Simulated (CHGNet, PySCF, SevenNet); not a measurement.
## Equilibrium lattice constant a of rock-salt MgS: levels of theory against measurement

Reference value: 5.188 Å (measured, corrected for zero-point motion; as tabulated in Goldzak et al. (2022), arXiv:2208.04865).

**Question.** What do CHGNet 0.3.0, CHGNet-r²SCAN, SevenNet-l3i5, Hartree–Fock, MP2 give, and how far is each from the reference?

**Answer.** 
```csv
level (code),value (Å),error (%)
CHGNet 0.3.0 (CHGNet),5.227,+0.75
CHGNet-r²SCAN (CHGNet),5.193,+0.10
SevenNet-l3i5 (SevenNet),5.228,+0.77
Hartree–Fock (PySCF),5.277 ± 0.02,+1.72
MP2 (PySCF),5.169 ± 0.02,-0.37
```

Nearest, and too close to rank with a margin of 0.30 % (twice that across the reference) picked here for doubts on the reference and the settings: CHGNet-r²SCAN (+0.10 %), MP2 (-0.37 %). Hartree–Fock (+1.72 %) misses by most. Within 1 %: CHGNet 0.3.0, CHGNet-r²SCAN, SevenNet-l3i5, MP2.

A ± on a computed value is a rough bar: the spread of its extrapolation, a floor set from checks against published values, or a statistical error.

Machine-learned potentials (CHGNet 0.3.0, CHGNet-r²SCAN, SevenNet-l3i5) are trained on DFT data, which may include these solids.

Differences are worked out from the printed values.
